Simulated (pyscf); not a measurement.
PySCF, gas phase, ωB97X-D3(BJ)/def2-SVP geometries.

PBE/def2-TZVP puts the barrier of H₂N–AlH₂ + CH₃• -> [HN–AlH₂]• + CH₄ (hydrogen abstraction; doublet surface; H–N broken, C–H formed) at 0.52 eV and the reaction energy at +0.36 eV, from the separated reactants. What do PBE0-D3(BJ)/def2-TZVP, M06-2X/def2-TZVP, ωB97M-D3(BJ)/def2-TZVP give on the same structures?

PBE0-D3(BJ): ΔE‡ = 0.68 eV, ΔE = +0.39 eV; M06-2X: ΔE‡ = 0.83 eV, ΔE = +0.41 eV; ωB97M-D3(BJ): ΔE‡ = 0.83 eV, ΔE = +0.38 eV. PBE's barrier lies under all of them, by 0.16 to 0.31 eV. Its reaction energy lies under all of them, by 0.02 to 0.05 eV. Low barriers are usual for a GGA, whose delocalisation error favours stretched bonds. The same reactants have a lower exit, to [H₂N–AlH]• + CH₄ (barrier +0.33 eV at ωB97M-D3(BJ)/def2-TZVP, against +0.83 eV here). [HN–AlH₂]• lies 1.30 eV over its isomer [H₂N–AlH]• (electronic energy, ωB97M-D3(BJ)/def2-TZVP). One saddle was located; it need not be the lowest between these sides. The angle at the transferred H is 180°.
